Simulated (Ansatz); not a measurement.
```yaml
crystal:
  periodic: [false, false, false]
  atoms:
    - {symbol: Si, position_ang: [-1.193578, -0.292063, -0.262881]}
    - {symbol: Al, position_ang: [1.272756, 0.324253, 0.271828]}
    - {symbol: H, position_ang: [-1.502914, 1.151289, -0.436154]}
    - {symbol: H, position_ang: [-1.231169, -0.721434, 1.157847]}
    - {symbol: H, position_ang: [-2.320162, -1.010071, -0.929427]}
    - {symbol: H, position_ang: [2.617365, 0.993031, 0.866010]}
    - {symbol: H, position_ang: [1.624628, -0.954606, -0.609850]}
basis:
  gaussian: {orbitals: def2-TZVP}
magnetization: {spin_polarized: true, initial_magnetization: 2}
hamiltonian: {xc: pbe0}
relax: {f_tol: 0.004, max_steps: 80}
```

```sh
$ ansatz run in.yaml --threads 1 --pin off --events-out ev --progress --plain --max-ram 2176MiB
```

Steps of the relaxation (energy above the last step; positions in Å, forces in eV/Å):

```
7
step 1, 1206.3 meV
Si   -1.194   -0.292   -0.263   -1.103   -0.459   -0.668
Al    1.273    0.324    0.272    1.086    0.631    0.919
H    -1.503    1.151   -0.436    0.212    0.207    0.009
H    -1.231   -0.721    1.158    0.312   -0.034    0.192
H    -2.320   -1.010   -0.929   -0.302   -0.163   -0.113
H     2.617    0.993    0.866    0.055    0.142   -0.087
H     1.625   -0.955   -0.610   -0.261   -0.324   -0.253
```

```
7
step 2, 872.8 meV
Si   -1.281   -0.357   -0.357   -0.463   -0.026    0.008
Al    1.366    0.375    0.436    0.529   -0.103    0.017
H    -1.439    1.134   -0.469   -0.018   -0.191    0.056
H    -1.113   -0.769    1.085   -0.042    0.054   -0.259
H    -2.496   -1.034   -0.941    0.105    0.074    0.044
H     2.767    1.072    0.863   -0.100   -0.026   -0.099
H     1.464   -0.930   -0.561   -0.010    0.217    0.233
```

```
7
step 3, 783.3 meV
Si   -1.389   -0.372   -0.386   -0.336    0.032    0.146
Al    1.513    0.387    0.480    0.314   -0.157   -0.085
H    -1.544    1.120   -0.466    0.025   -0.196    0.010
H    -1.197   -0.792    1.048   -0.029    0.036   -0.276
H    -2.610   -1.041   -0.963    0.163    0.086    0.053
H     2.915    1.105    0.852   -0.114   -0.034   -0.068
H     1.580   -0.918   -0.509   -0.022    0.233    0.220
```

```
7
step 4, 745.2 meV
Si   -1.533   -0.372   -0.407    0.292    0.022   -0.121
Al    1.705    0.385    0.536   -0.250    0.174    0.213
H    -1.623    1.105   -0.442   -0.082    0.105    0.031
H    -1.224   -0.874    0.948   -0.068   -0.060    0.125
H    -2.716   -1.020   -1.007   -0.216   -0.068   -0.047
H     3.057    1.192    0.790    0.159   -0.036   -0.102
H     1.602   -0.925   -0.360    0.166   -0.138   -0.100
```

```
7
step 5, 722.8 meV
Si   -1.641   -0.404   -0.444   -0.023   -0.039   -0.062
Al    1.850    0.407    0.597   -0.188    0.042    0.084
H    -1.675    1.086   -0.446   -0.051   -0.060    0.016
H    -1.336   -0.940    0.910   -0.067    0.010   -0.039
H    -2.893   -0.993   -1.019    0.128    0.095    0.091
H     3.197    1.254    0.760    0.074   -0.058   -0.079
H     1.764   -0.919   -0.301    0.127    0.011   -0.011
```

```
7
step 6, 739.5 meV
Si   -1.599   -0.381   -0.438   -0.122    0.027    0.044
Al    1.751    0.456    0.575    0.300   -0.085   -0.063
H    -1.731    1.098   -0.347    0.040    0.018   -0.013
H    -1.399   -0.973    0.911    0.051   -0.018   -0.005
H    -2.814   -0.957   -1.080    0.032   -0.021   -0.041
H     3.177    1.184    0.632   -0.059    0.227    0.094
H     1.882   -0.937   -0.196   -0.242   -0.147   -0.017
```

```
7
step 11, 637.1 meV
Si   -1.448   -0.226   -0.367   -0.214    0.132    0.099
Al    1.679    0.316    0.650    0.318    0.097   -0.077
H    -1.856    1.191   -0.063    0.094   -0.307   -0.101
H    -1.330   -1.036    0.879    0.008    0.051   -0.096
H    -2.405   -0.875   -1.333    0.249    0.162    0.124
H     2.911    1.309    0.220   -0.377   -0.184    0.025
H     1.716   -1.189    0.071   -0.077    0.049    0.026
```

```
7
step 20, 3.4 meV
Si   -0.926   -0.195   -0.009    0.073    0.115   -0.061
Al    1.507    0.236    0.735    0.034    0.052    0.023
H    -1.641    1.123    0.097   -0.007   -0.045    0.005
H    -1.476   -1.141    0.984   -0.049   -0.063    0.064
H    -1.144   -0.701   -1.387   -0.013    0.004   -0.019
H     2.231    1.194   -0.311    0.008    0.012   -0.004
H     0.717   -1.026   -0.052   -0.045   -0.076   -0.008
```

```
7
step 22, 1.3 meV
Si   -0.922   -0.191   -0.009   -0.004   -0.012    0.001
Al    1.510    0.250    0.731   -0.008   -0.007   -0.008
H    -1.654    1.115    0.108   -0.002    0.001    0.004
H    -1.484   -1.148    0.976    0.006    0.004   -0.011
H    -1.136   -0.685   -1.395    0.005    0.009    0.002
H     2.241    1.192   -0.327   -0.004   -0.008   -0.006
H     0.712   -1.043   -0.026    0.007    0.014    0.017
```

```
7
step 24, 0.1 meV
Si   -0.920   -0.187   -0.001   -0.002    0.003   -0.013
Al    1.509    0.278    0.728    0.007    0.004   -0.015
H    -1.667    1.109    0.146   -0.001   -0.014   -0.002
H    -1.504   -1.179    0.935   -0.006    0.004   -0.001
H    -1.079   -0.633   -1.410   -0.004    0.007    0.016
H     2.220    1.158   -0.396   -0.005   -0.012    0.013
H     0.707   -1.056    0.056    0.011    0.008    0.002
```

```
7
step 26, 0.0 meV
Si   -0.921   -0.186   -0.002    0.000    0.003   -0.002
Al    1.510    0.279    0.728    0.001    0.002   -0.002
H    -1.672    1.106    0.145    0.001    0.000    0.000
H    -1.503   -1.177    0.935   -0.001   -0.003    0.003
H    -1.084   -0.634   -1.409    0.001    0.000    0.000
H     2.227    1.156   -0.393   -0.001   -0.001    0.002
H     0.710   -1.053    0.053   -0.001    0.000    0.000
```

Close pairs at the end: Si1–H4 1.483 Å, Si1–H5 1.486 Å, Si1–H3 1.502 Å, Al2–H6 1.594 Å, Al2–H7 1.694 Å, Si1–H7 1.848 Å, Si1–Al2 2.580 Å.

A stationary point of unrestricted PBE0 after 26 steps, with ⟨S²⟩ = 2.004 against 2.00 for a pure state; no frequencies were run, so it isn't proven a minimum. 1.8 min on 1 thread of Intel Xeon Platinum 8259CL, shared host.
